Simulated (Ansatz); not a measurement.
**Isomers**

Structures of Al₂SiH₆, singlet, relaxed at PBE0-D4/def2-TZVP (vibrations not checked; lower isomers may exist, and structures with a doubtful reference or unclear bonds are left out). Ansatz 0.2.0; basis: def2-TZVPP; cores frozen in the correlated methods. B3LYP uses VWN-RPA correlation.

Rank them by CCSD(T) energy, lowest first, and give each one's height above the lowest. Links in brackets join atoms within 1.22 times the sum of their covalent radii (1.1 for two metals). (To be estimated.)
A.
Al₂SiH₆ ([AlH2][AlH][SiH3])
```
9
angstrom
Al -1.5231 1.2888 -1.5279
Al 0.0696 0.8303 0.4560
Si 1.1024 -1.3662 0.8908
H -3.0938 1.0353 -1.4161
H -0.9834 1.8093 -2.9357
H 0.4379 1.9727 1.5104
H 2.5794 -1.2570 1.0732
H 0.8631 -2.3580 -0.1970
H 0.5480 -1.9552 2.1463
```
B.
Al₂SiH₆ ([H]1[AlH]23[H][AlH]12[SiH2]3)
```
9
angstrom
Al -1.6631 0.2215 -0.8801
Al 0.2284 1.3234 0.2927
Si 0.0820 -1.0904 0.1673
H -3.0025 0.4204 -1.6965
H -0.3598 1.3148 -1.3798
H 0.8958 2.6915 0.7207
H -1.5283 1.2887 0.5292
H 1.0459 -1.8385 -0.6843
H -0.2246 -1.8717 1.3959
```
C.
Al₂SiH₆ ([AlH2][SiH2][AlH2])
```
9
angstrom
Al -1.9361 0.0661 -0.7147
Si -0.0348 -0.6569 0.6363
Al 1.9864 0.5950 0.0795
H -2.2199 -0.6062 -2.1260
H -2.8575 1.2652 -0.2272
H 2.3132 1.9624 0.8198
H 2.9492 0.0909 -1.0795
H 0.2076 -2.1142 0.4097
H -0.3539 -0.4636 2.0836
```

The calculation gives: B (0.0 kJ/mol), C (51.5 kJ/mol), A (63.3 kJ/mol). Heights count from the lowest.

Do PBE-D4, r2SCAN-D4, PBE0-D4, B3LYP-D4, wB97M-V, HF, MP2 give the same order? (Judge from chemistry; the calculation decides.)

By the calculation: All do.

No T1 diagnostic of these runs exceeds 0.015.

For scale, one of the runs: CCSD(T)/def2-TZVPP, 210 basis functions, launched by `ansatz run in.yaml --threads 2 --pin off --events-out ev --progress --plain --max-ram 4352MiB`. The run took 45 s on 2 CPU threads of an Arm Neoverse V1 (shared host), with 2.4 GiB of host memory at its peak.
